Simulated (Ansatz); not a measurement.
bcc W was calculated with PBE in Ansatz (PAW).

Run with plane-wave cutoff 520 eV, 24×24×24 k mesh, Fermi–Dirac smearing 0.05 eV, no spin polarisation, scalar-relativistic PAW data made under PBE.

Energies at three volumes about the minimum:

```csv
V (Å³/atom),E − E_lowest (meV/atom)
15.811,6.36
16.133,0.00
16.456,5.86
```

Task: Fit a parabola by hand: where is the minimum, what lattice constant follows, and what is the bulk modulus?

Result: Slopes: (0.00 − 6.36)/(16.133 − 15.811) = -19.752 and (5.86 − 0.00)/(16.456 − 16.133) = 18.142 meV/Å³. Curvature E″ = 2 × (18.142 − (-19.752))/(16.456 − 15.811) = 117.501 meV/Å⁶. From the middle of the first interval, the slope vanishes at V0 = 15.9720 − (-19.752)/117.501 = 16.140 Å³/atom. B = V0 E″ = 16.140 × 117.501 meV/Å³ × 0.1602 GPa per meV/Å³ = 304 GPa. With 2 atoms in the cube, a = (2 × 16.140)^(1/3) = 3.184 Å. The full Birch–Murnaghan fit to all volumes gives V0 = 16.134 Å³/atom and B0 = 303 GPa.

Measured, for comparison: bulk modulus 312 GPa (zero-point energy and finite temperature contributions removed, sources range from 300 to 328; as tabulated in doi:10.1021/acs.jctc.3c00612); lattice constant a 3.16 Å (static lattice: zero-point anharmonic expansion removed; as tabulated in Mejia-Rodriguez and Trickey (2018), arXiv:1807.09216). Computed less measured: bulk modulus -2.9 % (inside the range of the sources held).

Ansatz is a first-principles code.
